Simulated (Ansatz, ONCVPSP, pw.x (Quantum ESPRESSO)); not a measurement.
# pw.x on diamond Ge: one setting changed

Potential: optimised norm-conserving Vanderbilt (ONCV), ONCVPSP 4.0.1.1 (patched build), PBE; core [Ar] 3d10, reference 4s2 4p2; waves: 4s: rc 1.94 bohr, ncon 4, nbas 8, qcut 4.3 1/bohr, 2 projectors, debl 2.7 Ha; 4p: rc 3.08 bohr, ncon 4, nbas 8, qcut 4.1 1/bohr, 3 projectors, debl 2.5 Ha; d scattering state at 0.2 Ha: rc 2.64 bohr, ncon 3, nbas 6, qcut 4.5 1/bohr, 1 projector; local part: polynomial inside 1.26 bohr (lpopt 5, dvloc0 0 Ha); core correction: none.

The reference run (k-mesh 8³, cutoffs 35/140 Ry, Fermi–Dirac 0.01 Ry, mixing_beta 0.4, conv_thr 1e-9, no spin) gives 0.67 GPa at 23.951 Å³/atom, where all-electron LAPW gives 0.00 GPa. This run, with its own iteration cap, changes degauss to 0.002.

```
&control
  calculation='scf', prefix='x', pseudo_dir='./', outdir='./tmp', tstress=.true., disk_io='none'
/
&system
  ibrav=0, nat=2, ntyp=1, ecutwfc=35, ecutrho=140, nbnd=11,
  occupations='smearing', smearing='fd', degauss=0.002
/
&electrons
  conv_thr=1e-09, mixing_beta=0.4, electron_maxstep=60
/
ATOMIC_SPECIES
Ge 1.0 Ge.UPF
CELL_PARAMETERS angstrom
  0.00000000 2.88253474 2.88253474
  2.88253474 0.00000000 2.88253474
  2.88253474 2.88253474 0.00000000
ATOMIC_POSITIONS crystal
Ge 0.0000 0.0000 0.0000
Ge 0.2500 0.2500 0.2500
K_POINTS automatic
8 8 8 0 0 0
```

```bash
pw.x < Ge.scf.in > Ge.scf.out
```

**Question.** How does the run end?

**Answer.** It converges in 7 iterations; the free energy moves by +2.6 meV/atom and the pressure by -0.11 GPa. In a metal, with Fermi–Dirac smearing, F lies below its zero-width value by a term in the square of the width.

```
Message from routine setup:
     using ibrav=0 with symmetry is DISCOURAGED, use correct ibrav instead
     lattice parameter (alat)  =       7.7035  a.u.
     unit-cell volume          =     323.2587 (a.u.)^3
     number of electrons       =         8.00
     number of Kohn-Sham states=           11
     kinetic-energy cutoff     =      35.0000  Ry
     charge density cutoff     =     140.0000  Ry
     scf convergence threshold =      1.0E-09
     Exchange-correlation= PBE
     number of k points=    29  Fermi-Dirac smearing, width (Ry)=  0.0020
     iteration #  1     ecut=    35.00 Ry     beta= 0.40
     total energy              =     -15.77192084 Ry
     estimated scf accuracy    <       0.03023739 Ry
     iteration #  2     ecut=    35.00 Ry     beta= 0.40
     total energy              =     -15.77090632 Ry
     estimated scf accuracy    <       0.00908572 Ry
     iteration #  3     ecut=    35.00 Ry     beta= 0.40
     total energy              =     -15.77126038 Ry
     estimated scf accuracy    <       0.00011259 Ry
     iteration #  4     ecut=    35.00 Ry     beta= 0.40
     total energy              =     -15.77126926 Ry
     estimated scf accuracy    <       0.00000151 Ry
     iteration #  5     ecut=    35.00 Ry     beta= 0.40
     total energy              =     -15.77126972 Ry
     estimated scf accuracy    <       0.00000017 Ry
     iteration #  6     ecut=    35.00 Ry     beta= 0.40
     total energy              =     -15.77126974 Ry
     estimated scf accuracy    <          5.2E-09 Ry
     iteration #  7     ecut=    35.00 Ry     beta= 0.40
     the Fermi energy is     5.2276 ev
!    total energy              =     -15.77126974 Ry
     estimated scf accuracy    <          8.9E-11 Ry
     smearing contrib. (-TS)   =      -0.00003338 Ry
     The total energy is F=E-TS. E is the sum of the following terms:
     one-electron contribution =       3.45519259 Ry
     hartree contribution      =       1.21724992 Ry
     xc contribution           =      -4.62110033 Ry
     ewald contribution        =     -15.82257853 Ry
     convergence has been achieved in   7 iterations
          total   stress  (Ry/bohr**3)                   (kbar)     P=        5.62
     Message from routine punch:
     Nothing written, as per user request (disk_io='none')
```

The run took about 6.6 s on one core of a shared host (Neoverse-N1, 64 threads, 124 GiB, load 58).
